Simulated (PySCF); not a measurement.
# Nitrogen: a sound run and one with changed settings

Sound run: N [He] 2s2 2p3, N⁺ [He] 2s2 2p2. All numbers are calculated (PySCF 2.14, the spin-free X2C one-electron Hamiltonian (Gaussian nucleus), in cc-pVDZ-DK (3s2p1d, 14 functions)). In the sound run the correlated levels freeze 1s2. The sound run starts from symmetry-adapted Hartree-Fock orbitals and uses a fine grid where one is needed.

Changed run: initial guess 1e, at most 50 SCF cycles, level shift 2.0 hartree.

| species | method | sound run (hartree) | changed run (hartree) | converged |
| --- | --- | --- | --- | --- |
| N | UHF | -54.42027 | -54.42027 | yes |
| N | r2SCAN | -54.59740 | -54.59740 | yes |
| N | B3LYP | -54.61900 | -54.61900 | yes |
| N | MP2 | -54.49104 | -54.45424 | yes |
| N | CCSD(T) | -54.50769 | -54.50769 | yes |
| N⁺ | UHF | -53.90990 | -53.90990 | yes |
| N⁺ | r2SCAN | -54.05474 | -54.05474 | yes |
| N⁺ | B3LYP | -54.08376 | -54.08376 | yes |
| N⁺ | MP2 | -53.96381 | -53.93497 | yes |
| N⁺ | CCSD(T) | -53.98640 | -53.98640 | yes |

Ionisation energy of N:

| method | sound run (eV) | changed run (eV) |
| --- | --- | --- |
| UHF | 13.888 | 13.888 |
| r2SCAN | 14.766 | 14.766 |
| B3LYP | 14.565 | 14.565 |
| MP2 | 14.347 | 14.130 |
| SCS-MP2 | 14.137 | 14.033 |
| CCSD | 14.188 | 14.188 |
| CCSD(T) | 14.185 | 14.185 |

A level shift leaves the converged SCF energy unchanged but raises the virtual orbital energies, which shrinks MP2 if it is not removed.

For comparison, NIST gives 14.534 eV between the lowest levels.
